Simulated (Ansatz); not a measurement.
Born–Oppenheimer molecular dynamics of CH5ClSi (8 atoms, charge 0, multiplicity 1). It starts from a relaxed structure.

Method: RKS r2SCAN/STO-3G (Ansatz).

| Item | Value |
| --- | --- |
| ensemble | NVT, Nosé–Hoover chain |
| time step | 0.25 fs |
| steps asked | 150 |
| set temperature | 200 K |
| thermostat | time constant 100 fs, chain length 3 (defaults) |
| seed | 166584 |

First frame:

```xyz
8
Properties=species:S:1:pos:R:3
Si 0.000 0.026 0.005
C -0.003 -0.004 1.872
H -1.019 -0.109 2.266
H 0.599 -0.833 2.258
H 0.417 0.931 2.263
H 1.345 0.097 -0.528
H -0.804 1.112 -0.515
Cl -0.850 -1.766 -0.711
```

Problem. What does the run give?

Solution. The run went to its last step.

- steps done: 150
- time covered: 37.5 fs
- mean temperature over the second half: 105 K
- spread of the potential energy over the second half: 2.2 meV per atom
- mean potential energy of the second half above the start: 9.6 meV per atom

The conserved energy stayed within 0.036 meV per atom of its start (net change 0.031 meV per atom), so the integration is sound. The mean temperature of the second half is 48 % below the set value. A run of 0.037 ps of so small a system gives no equilibrium averages. Limits of this set-up: minimal basis.

Problem. What happens to the structure?

Solution. The same pairs are bonded in the first frame and the last. Pairs count as bonded within 1.25 times the sum of covalent radii (0.12 Å more for H–H). Another seed would give other details.

Problem. How do temperature and energy run in time?

Solution. 
```json
{"time (fs)": "0", "T (K)": "200", "potential energy less start (eV)": "0.000", "conserved less start (meV/atom)": "0.00"}
{"time (fs)": "1.25", "T (K)": "165", "potential energy less start (eV)": "0.027", "conserved less start (meV/atom)": "0.02"}
{"time (fs)": "2.5", "T (K)": "118", "potential energy less start (eV)": "0.064", "conserved less start (meV/atom)": "0.03"}
{"time (fs)": "3.75", "T (K)": "120", "potential energy less start (eV)": "0.062", "conserved less start (meV/atom)": "0.02"}
{"time (fs)": "5", "T (K)": "118", "potential energy less start (eV)": "0.064", "conserved less start (meV/atom)": "0.01"}
{"time (fs)": "6.25", "T (K)": "81", "potential energy less start (eV)": "0.093", "conserved less start (meV/atom)": "0.03"}
{"time (fs)": "7.5", "T (K)": "64", "potential energy less start (eV)": "0.106", "conserved less start (meV/atom)": "0.03"}
{"time (fs)": "8.75", "T (K)": "94", "potential energy less start (eV)": "0.082", "conserved less start (meV/atom)": "0.02"}
{"time (fs)": "10", "T (K)": "119", "potential energy less start (eV)": "0.063", "conserved less start (meV/atom)": "0.00"}
{"time (fs)": "11.25", "T (K)": "89", "potential energy less start (eV)": "0.087", "conserved less start (meV/atom)": "0.02"}
{"time (fs)": "12.5", "T (K)": "60", "potential energy less start (eV)": "0.109", "conserved less start (meV/atom)": "0.04"}
{"time (fs)": "13.75", "T (K)": "82", "potential energy less start (eV)": "0.092", "conserved less start (meV/atom)": "0.02"}
{"time (fs)": "15", "T (K)": "99", "potential energy less start (eV)": "0.079", "conserved less start (meV/atom)": "0.01"}
{"time (fs)": "16.25", "T (K)": "83", "potential energy less start (eV)": "0.092", "conserved less start (meV/atom)": "0.03"}
{"time (fs)": "17.5", "T (K)": "84", "potential energy less start (eV)": "0.091", "conserved less start (meV/atom)": "0.03"}
{"time (fs)": "18.75", "T (K)": "123", "potential energy less start (eV)": "0.061", "conserved less start (meV/atom)": "0.02"}
{"time (fs)": "20", "T (K)": "147", "potential energy less start (eV)": "0.043", "conserved less start (meV/atom)": "0.00"}
{"time (fs)": "21.25", "T (K)": "114", "potential energy less start (eV)": "0.068", "conserved less start (meV/atom)": "0.02"}
{"time (fs)": "22.5", "T (K)": "82", "potential energy less start (eV)": "0.093", "conserved less start (meV/atom)": "0.03"}
{"time (fs)": "23.75", "T (K)": "95", "potential energy less start (eV)": "0.083", "conserved less start (meV/atom)": "0.02"}
{"time (fs)": "25", "T (K)": "105", "potential energy less start (eV)": "0.076", "conserved less start (meV/atom)": "0.01"}
{"time (fs)": "26.25", "T (K)": "88", "potential energy less start (eV)": "0.089", "conserved less start (meV/atom)": "0.03"}
{"time (fs)": "27.5", "T (K)": "88", "potential energy less start (eV)": "0.089", "conserved less start (meV/atom)": "0.03"}
{"time (fs)": "28.75", "T (K)": "125", "potential energy less start (eV)": "0.061", "conserved less start (meV/atom)": "0.02"}
{"time (fs)": "30", "T (K)": "147", "potential energy less start (eV)": "0.045", "conserved less start (meV/atom)": "0.01"}
{"time (fs)": "31.25", "T (K)": "117", "potential energy less start (eV)": "0.069", "conserved less start (meV/atom)": "0.02"}
{"time (fs)": "32.5", "T (K)": "85", "potential energy less start (eV)": "0.093", "conserved less start (meV/atom)": "0.03"}
{"time (fs)": "33.75", "T (K)": "94", "potential energy less start (eV)": "0.087", "conserved less start (meV/atom)": "0.02"}
{"time (fs)": "35", "T (K)": "100", "potential energy less start (eV)": "0.082", "conserved less start (meV/atom)": "0.01"}
{"time (fs)": "36.25", "T (K)": "81", "potential energy less start (eV)": "0.097", "conserved less start (meV/atom)": "0.03"}
{"time (fs)": "37.5", "T (K)": "76", "potential energy less start (eV)": "0.102", "conserved less start (meV/atom)": "0.03"}
```

Time of the run: 4.4 min on 1 thread of Arm Neoverse V1, with other jobs on the host, peak memory 0.099 GiB.
